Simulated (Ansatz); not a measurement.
Input file:

```yaml
crystal:
  periodic: [false, false, false]
  atoms:
    - {symbol: V, position_ang: [0.000000, 0.000000, 0.000000]}
    - {symbol: N, position_ang: [0.000000, 0.000000, 1.619800]}
basis:
  gaussian: {orbitals: def2-SVP}
total_charge: 1
magnetization: {spin_polarized: true, initial_magnetization: 5}
correlation: {method: ccsd_t, electrons: outside_noble_gas}
```

```sh
$ ansatz run in.yaml --threads 1 --pin off --events-out ev --progress --plain --max-ram 4096MiB --backend cpu
```

Roughly how long does this take on 1 thread of AMD EPYC 7R13, shared host, and how much host memory?

25 s wall and 0.15 GiB.

```
494 factors; integrals over basis functions are off by at most 1.2e-3 eV
mean field evaluation 1: about -27121.0844 eV, gradient 2.0e1 eV
mean field evaluation 2: about -27121.2168 eV, gradient 1.9e1 eV
mean field evaluation 4: about -27123.0525 eV, gradient 3.2e0 eV
mean field evaluation 8: about -27123.4226 eV, gradient 4.8e-1 eV
mean field evaluation 16: about -27123.4338 eV, gradient 1.3e-6 eV
mean field evaluation 32: about -27123.4715 eV, gradient 2.2e0 eV
mean field evaluation 64: about -27116.5653 eV, gradient 1.1e1 eV
mean field evaluation 96: about -27123.4338 eV, gradient 7.9e-6 eV
mean field evaluation 128: about -27123.3391 eV, gradient 2.1e-3 eV
mean field evaluation 160: about -27123.4294 eV, gradient 1.1e-1 eV
...
mean field evaluation 2240: about -27123.0586 eV, gradient 2.2e-2 eV
mean field evaluation 2272: about -27123.0337 eV, gradient 5.8e-1 eV
mean field evaluation 2304: about -27122.4235 eV, gradient 1.4e0 eV
mean field evaluation 2336: about -27120.3386 eV, gradient 1.7e-4 eV
mean field evaluation 2368: about -27123.0602 eV, gradient 5.7e-2 eV
mean field evaluation 2400: about -27123.0260 eV, gradient 8.8e-1 eV
mean field evaluation 2432: about -27123.4338 eV, gradient 8.1e-6 eV
mean field -27123.55177804 eV, -996.7721428393 hartree, gradient 2.3e-6 eV, S^2 8.758724; 34 other end points of the search recorded, 0 dependent functions left out
determinant -27123.55177804 eV, -996.7721428393 hartree, with singles and doubles -27128.20721130 eV, -996.9432268559 hartree
determinant -27123.43383806 eV, -996.7678086248 hartree, with singles and doubles -27128.30089874 eV, -996.9466698060 hartree
determinant -27123.33913249 eV, -996.7643282594 hartree, with singles and doubles -27127.88351751 eV, -996.9313313286 hartree
determinant -27123.06029695 eV, -996.7540812422 hartree, with singles and doubles -27127.94944458 eV, -996.9337541037 hartree
determinant -27123.05864529 eV, -996.7540205451 hartree, with singles and doubles -27127.38062122 eV, -996.9128502308 hartree
determinant -27123.05273112 eV, -996.7538032033 hartree, with singles and doubles -27127.37696014 eV, -996.9127156887 hartree
determinant -27123.03500079 eV, -996.7531516255 hartree, with singles and doubles -27127.74285779 eV, -996.9261621792 hartree
determinant -27122.85259303 eV, -996.7464482640 hartree, with singles and doubles -27127.69767676 eV, -996.9245018071 hartree
determinant -27122.67748116 eV, -996.7400130216 hartree, with singles and doubles -27127.60536901 eV, -996.9211095599 hartree
determinant -27122.54807173 eV, -996.7352573126 hartree, with singles and doubles -27127.07439102 eV, -996.9015964784 hartree
determinant -27122.40703494 eV, -996.7300743062 hartree, with singles and doubles -27127.09368117 eV, -996.9023053785 hartree
determinant -27122.25059425 eV, -996.7243252168 hartree, with singles and doubles -27127.07653978 eV, -996.9016754439 hartree
determinant -27122.01230630 eV, -996.7155682962 hartree, with singles and doubles -27126.79578265 eV, -996.8913578099 hartree
determinant -27120.33859266 eV, -996.6540604547 hartree, with singles and doubles -27123.92723610 eV, -996.7859406686 hartree
determinant -27120.31990282 eV, -996.6533736157 hartree, with singles and doubles -27125.31479070 eV, -996.8369323595 hartree
determinant -27123.55177804 eV, -996.7721428393 hartree, with singles and doubles -27128.22952297 eV, -996.9440467948 hartree
determinant -27123.43383806 eV, -996.7678086248 hartree, with singles and doubles -27128.31593448 eV, -996.9472223592 hartree
determinant -27123.33913249 eV, -996.7643282594 hartree, with singles and doubles -27127.89736233 eV, -996.9318401165 hartree
determinant -27123.06029695 eV, -996.7540812422 hartree, with singles and doubles -27127.97067145 eV, -996.9345341768 hartree
10 core orbitals not correlated: weight in the atoms' cores, before any rotation towards them, 0.993 or more for the frozen orbitals, at most 0.005 for the correlated occupied ones
reference -27123.43383806 eV, -996.7678086248 hartree; 7, 2 occupied and 28, 33 virtual orbitals, 494 factors
second order -4.07597556 eV of doubles, -0.00000000 eV of singles
cycle   1  -4.88209014 eV  change    6.3e-6 eV  update   5.3e-6
cycle   2  -4.88208918 eV  change    9.6e-7 eV  update   4.6e-6
cycle   3  -4.88207910 eV  change    1.0e-5 eV  update   3.7e-6
perturbative correction -0.25045511 eV, -0.0092040556 hartree
Total energy: -27128.56637227 eV, -996.9564257783 hartree
```

The determinant lies 0.12 eV above the lowest one of its kind in the log. The T1 diagnostic is 0.048.
